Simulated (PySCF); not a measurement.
Compound: propanoyl fluoride, C3H5FO.
Atom-mapped SMILES: `[CH3:1][CH2:2][C:3](=[O:4])[F:5]` (hydrogens: H6, H7, H8 on C1; H9, H10 on C2)

The same species was optimised twice, with GFN2-xTB and with PBE0-D3(BJ)/def2-SVP (PySCF), and the same property calculations (PySCF, gas phase) were run on both structures.

```
     coordinate  GFN2-xTB  PBE0-D3(BJ)/def2-SVP  change
      C3–F5 (Å)     1.368                 1.346  -0.022
      C1–H7 (Å)     1.087                 1.100  +0.013
      C1–H6 (Å)     1.086                 1.099  +0.013
      C1–H8 (Å)     1.087                 1.099  +0.012
     C2–H10 (Å)     1.092                 1.104  +0.012
      C2–H9 (Å)     1.090                 1.098  +0.008
      C1–C2 (Å)     1.532                 1.524  -0.008
      C2–C3 (Å)     1.491                 1.498  +0.007
      C3=O4 (Å)     1.179                 1.183  +0.004
   C1–C2–C3 (°)     110.2                 113.5    +3.3
  H9–C2–H10 (°)     109.5                 107.5    -2.0
   C2–C3–O4 (°)     130.5                 128.8    -1.7
  C3–C2–H10 (°)     108.3                 106.6    -1.7
   C3–C2–H9 (°)     108.6                 107.1    -1.5
   O4–C3–F5 (°)     118.9                 120.3    +1.4
   C1–C2–H9 (°)     110.8                 112.1    +1.3
   H6–C1–H7 (°)     108.6                 107.8    -0.8
C1–C2–C3–O4 (°)      -113                  -127     -14
```

Rotational constants: A = 8607, B = 4029, C = 3178 MHz (GFN2-xTB) against A = 8992, B = 3987, C = 3089 MHz (PBE0-D3(BJ)/def2-SVP). Point groups within 0.08 Å: C1 and C1.

On the GFN2-xTB structure: lowest singlet, TDDFT (eV) 6.06 [wB97X-D/def2-SVPD]; lowest triplet, Tamm–Dancoff (eV) 5.50 [wB97X-D/def2-SVPD]; isotropic polarisability (au) 40.6 [wB97X-D/def2-SVPD]; HOMO (eV) -10.94 [wB97X-D/def2-SVPD]; LUMO (eV) 1.28 [wB97X-D/def2-SVPD]; dipole (D) 3.25 [wB97X-D/def2-SVPD]; HOMO (eV) -8.87 [PBE0/pcSseg-1]; LUMO (eV) -0.41 [PBE0/pcSseg-1]; dipole (D) 3.15 [PBE0/pcSseg-1]; GIAO shielding of C1 (ppm) 174.0 [PBE0/pcSseg-1]; GIAO shielding of C2 (ppm) 156.1 [PBE0/pcSseg-1]; GIAO shielding of C3 (ppm) 14.8 [PBE0/pcSseg-1]; GIAO shielding of O4 (ppm) -123.5 [PBE0/pcSseg-1]; GIAO shielding of F5 (ppm) 128.8 [PBE0/pcSseg-1]; C1s of C1 (eV) 291.42 [delta-SCF UKS SCAN, pcX-2 on the ionised atom, pcseg-1 elsewhere, spin-free X2C]; C1s of C2 (eV) 291.97 [delta-SCF UKS SCAN, pcX-2 on the ionised atom, pcseg-1 elsewhere, spin-free X2C]; C1s of C3 (eV) 295.98 [delta-SCF UKS SCAN, pcX-2 on the ionised atom, pcseg-1 elsewhere, spin-free X2C]; O1s of O4 (eV) 538.94 [delta-SCF UKS SCAN, pcX-2 on the ionised atom, pcseg-1 elsewhere, spin-free X2C]; F1s of F5 (eV) 693.14 [delta-SCF UKS SCAN, pcX-2 on the ionised atom, pcseg-1 elsewhere, spin-free X2C].

Task: What do these properties become on the PBE0-D3(BJ)/def2-SVP structure?

Result: 
| property | level | on GFN2-xTB | on PBE0-D3(BJ)/def2-SVP | change |
| --- | --- | --- | --- | --- |
| lowest singlet, TDDFT (eV) | wB97X-D/def2-SVPD | 6.06 | 6.02 | -0.04 |
| lowest triplet, Tamm–Dancoff (eV) | wB97X-D/def2-SVPD | 5.50 | 5.47 | -0.03 |
| isotropic polarisability (au) | wB97X-D/def2-SVPD | 40.6 | 40.9 | +0.3 |
| HOMO (eV) | wB97X-D/def2-SVPD | -10.94 | -10.87 | +0.07 |
| LUMO (eV) | wB97X-D/def2-SVPD | 1.28 | 1.30 | +0.02 |
| dipole (D) | wB97X-D/def2-SVPD | 3.25 | 3.18 | -0.07 |
| energy, GFN2-xTB geometry as zero (kcal/mol) | wB97X-D/def2-SVPD | 0.0 | -0.4 | -0.4 |
| HOMO (eV) | PBE0/pcSseg-1 | -8.87 | -8.81 | +0.06 |
| LUMO (eV) | PBE0/pcSseg-1 | -0.41 | -0.38 | +0.03 |
| dipole (D) | PBE0/pcSseg-1 | 3.15 | 3.07 | -0.08 |
| energy, GFN2-xTB geometry as zero (kcal/mol) | PBE0/pcSseg-1 | 0.0 | -0.4 | -0.4 |
| GIAO shielding of C1 (ppm) | PBE0/pcSseg-1 | 174.0 | 173.4 | -0.6 |
| GIAO shielding of C2 (ppm) | PBE0/pcSseg-1 | 156.1 | 154.6 | -1.5 |
| GIAO shielding of C3 (ppm) | PBE0/pcSseg-1 | 14.8 | 14.9 | +0.1 |
| GIAO shielding of O4 (ppm) | PBE0/pcSseg-1 | -123.5 | -126.4 | -2.9 |
| GIAO shielding of F5 (ppm) | PBE0/pcSseg-1 | 128.8 | 138.9 | +10.1 |
| C1s of C1 (eV) | delta-SCF UKS SCAN, pcX-2 on the ionised atom, pcseg-1 elsewhere, spin-free X2C | 291.42 | 291.45 | +0.03 |
| C1s of C2 (eV) | delta-SCF UKS SCAN, pcX-2 on the ionised atom, pcseg-1 elsewhere, spin-free X2C | 291.97 | 291.95 | -0.02 |
| C1s of C3 (eV) | delta-SCF UKS SCAN, pcX-2 on the ionised atom, pcseg-1 elsewhere, spin-free X2C | 295.98 | 295.99 | +0.01 |
| O1s of O4 (eV) | delta-SCF UKS SCAN, pcX-2 on the ionised atom, pcseg-1 elsewhere, spin-free X2C | 538.94 | 538.87 | -0.07 |
| F1s of F5 (eV) | delta-SCF UKS SCAN, pcX-2 on the ionised atom, pcseg-1 elsewhere, spin-free X2C | 693.14 | 693.43 | +0.29 |

The heavy atoms differ by 0.087 Å rms after alignment. Among all bonds C3–F5 changes most (-0.022 Å). Changes are differences of the printed values. Neither structure is proved a minimum here.

Shape of the structure used: `[CH3:1][CH2:2][C:3](=[O:4])[F:5]`: C1–C2–C3–O4 -127°.

Note: wB97X-D ran without an empirical dispersion term, which enters the total energy and its gradient alone.
